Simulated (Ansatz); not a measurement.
Species: beryllium hydride, BeH, net charge 0, doublet state. SMILES: [BeH]
Geometry: optimised at B3LYP-D3(BJ)/def2-TZVP (Ansatz, a program for electronic structure).

Wanted: vertical ionisation energy (to the singlet state of charge +1; each state is the SCF solution reached for its spin), in eV. Cores are frozen in the correlated levels unless marked. UHF or UKS for open shells. No spin-orbit coupling. Non-relativistic. CBS(X,Y): correlation extrapolated as X^-3; Hartree-Fock from the larger set.

```json
[
 {"level": "SVWN5/def2-TZVPD", "program": "Ansatz", "vertical ionisation energy (eV)": "8.31"},
 {"level": "PBE/def2-TZVPD", "program": "Ansatz", "vertical ionisation energy (eV)": "8.42"},
 {"level": "B3LYP/def2-TZVPD", "program": "Ansatz", "vertical ionisation energy (eV)": "___"},
 {"level": "PBE0/def2-TZVPD", "program": "Ansatz", "vertical ionisation energy (eV)": "8.44"},
 {"level": "BHLYP/def2-TZVPD", "program": "Ansatz", "vertical ionisation energy (eV)": "___"},
 {"level": "CAM-B3LYP/def2-TZVPD", "program": "Ansatz", "vertical ionisation energy (eV)": "8.48"},
 {"level": "wB97M-V/def2-TZVPD", "program": "Ansatz", "vertical ionisation energy (eV)": "8.08"},
 {"level": "wB97X-V/def2-TZVPD", "program": "Ansatz", "vertical ionisation energy (eV)": "8.29"},
 {"level": "CCSD/def2-TZVPPD", "program": "Ansatz", "vertical ionisation energy (eV)": "8.28"},
 {"level": "CCSD/def2-QZVPPD", "program": "Ansatz", "vertical ionisation energy (eV)": "8.28"},
 {"level": "CCSD(T)/CBS(def2-TZVPPD,def2-QZVPPD)", "program": "Ansatz", "vertical ionisation energy (eV)": "___"}
]
```

### Question
Some entries are withheld; supply them.

### Answer

- B3LYP/def2-TZVPD, vertical ionisation energy (eV): 8.49
- BHLYP/def2-TZVPD, vertical ionisation energy (eV): 8.38
- CCSD(T)/CBS(def2-TZVPPD,def2-QZVPPD), vertical ionisation energy (eV): 8.30
